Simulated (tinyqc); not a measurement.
Inside a calculation. Method: Born-Oppenheimer dynamics on the RHF/sto-3g surface (energies and gradients from PySCF), for LiH, spin multiplicity 1. Computed by tinyqc, a small Python program that keeps every step (integrals from PySCF). Settings: charge = 0, multiplicity = 1, basis = sto-3g, time step (fs) = 0.5, steps = 24. Command: `OMP_NUM_THREADS=1 python tinyqc.py 26364 26365 out.jsonl` (the two numbers bound the seeds that draw the settings). One thread of a shared host (Intel(R) Xeon(R) Processor @ 2.60GHz), about 2 s of CPU time with the checks.

positions (bohr), order 1Li, 2H:
```
[[0.000000, 0.000000, 0.000000],
 [0.000000, 0.000000, 3.250329]]
```

The total energy should stay constant up to terms of order dt^2; the step counts as short enough if it moves by less than 2 % of the largest kinetic energy.

Trajectory:
```
time (fs)  1Li-2H (angstrom)  potential (hartree)  kinetic (hartree)  total (hartree)
0.000000            1.720000          -7.85588975         0.00004137      -7.85584838
0.500000            1.717196          -7.85607128         0.00022214      -7.85584914
1.000000            1.709597          -7.85655423         0.00070300      -7.85585123
1.500000            1.697333          -7.85730523         0.00145059      -7.85585465
2.000000            1.680621          -7.85827004         0.00241068      -7.85585936
2.500000            1.659767          -7.85937434         0.00350903      -7.85586531
3.000000            1.635178          -7.86052544         0.00465315      -7.85587229
3.500000            1.607364          -7.86161589         0.00573592      -7.85587997
4.000000            1.576951          -7.86252962         0.00664186      -7.85588776
4.500000            1.544682          -7.86315166         0.00725686      -7.85589480
5.000000            1.511421          -7.86338205         0.00748210      -7.85589995
5.500000            1.478146          -7.86315358         0.00725167      -7.85590191
6.000000            1.445935          -7.86245152         0.00655206      -7.85589946
6.500000            1.415936          -7.86133113         0.00543922      -7.85589191
7.000000            1.389317          -7.85992648         0.00404688      -7.85587960
7.500000            1.367207          -7.85844289         0.00257857      -7.85586432
8.000000            1.350608          -7.85712784         0.00127864      -7.85584920
8.500000            1.340321          -7.85622184         0.00038380      -7.85583804
9.000000            1.336859          -7.85590081         0.00006687      -7.85583394
9.500000            1.340399          -7.85622896         0.00039083      -7.85583813
10.000000           1.350760          -7.85714066         0.00129130      -7.85584936
10.500000           1.367425          -7.85845898         0.00259449      -7.85586449
11.000000           1.389592          -7.85994301         0.00406325      -7.85587976
11.500000           1.416254          -7.86134551         0.00545349      -7.85589202
12.000000           1.446284          -7.86246183         0.00656231      -7.85589952
```

Is the time step short enough?

Yes. The total energy moves within 6.8e-05 hartree, under 2 % of the largest kinetic energy.
